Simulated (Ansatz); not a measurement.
## Structure relaxation of CsRh3

These are results of DFT PBE, scalar-relativistic, plane waves, PAW (Ansatz), not measurements. Cutoff 420 eV, Γ-centred k mesh, Gaussian smearing, no spin polarisation in the final step.

CsRh3 was placed on the Cu3Au (L1_2) structure type (Pm-3m, No. 221), with Cs in place of Au, Rh in place of Cu, at a guessed volume.

```yaml
crystal:
  lattice:
    - [4.34543, 0.00000, 0.00000]
    - [0.00000, 4.34543, 0.00000]
    - [0.00000, 0.00000, 4.34543]
  atoms:
    - { symbol: Cs, position: [0.00000, 0.00000, 0.00000] }
    - { symbol: Rh, position: [0.00000, 0.50000, 0.50000] }
    - { symbol: Rh, position: [0.50000, 0.00000, 0.50000] }
    - { symbol: Rh, position: [0.50000, 0.50000, 0.00000] }
```

Cell and atoms relax at zero pressure; the relaxation can't lower the symmetry of the start. After a coarse first stage the cell is made exact in the group found at 0.06 Å.

Energies over the elements count from the elements' standard structures at the same level, with no empirical corrections.

Q: Describe the relaxed structure.

A: It keeps Pm-3m (No. 221). The result has the Cu3Au (L1_2) structure. Conventional cell: a = 4.171 Å. Cs has 12 Rh at 2.95 Å; Rh is coordinated by 4 Cs at 2.95 Å and 8 Rh at 2.95 Å.

```
Cs Rh
1.0
     4.17066    0.00000    0.00000
     0.00000    4.17066    0.00000
     0.00000    0.00000    4.17066
Cs Rh
1 3
Direct
  0.00000 0.00000 0.00000
  0.00000 0.50000 0.50000
  0.50000 0.00000 0.50000
  0.50000 0.50000 0.00000
```

Q: What are its volume, energy, density and gap?

A: The volume per atom is 18.14 Å³, the density is 10.11 g/cm³ and the energy over the elements is 1.29 eV/atom. The gap on the 12×12×12 mesh is 0 eV (a metal).

The final run used a 12×12×12 mesh on its 4-atom cell and 0.10 eV smearing. The k mesh leaves about 4 meV/atom of noise in metals. A structure relaxed within its symmetry needn't be a true minimum. The steps took roughly 60 core-seconds in all.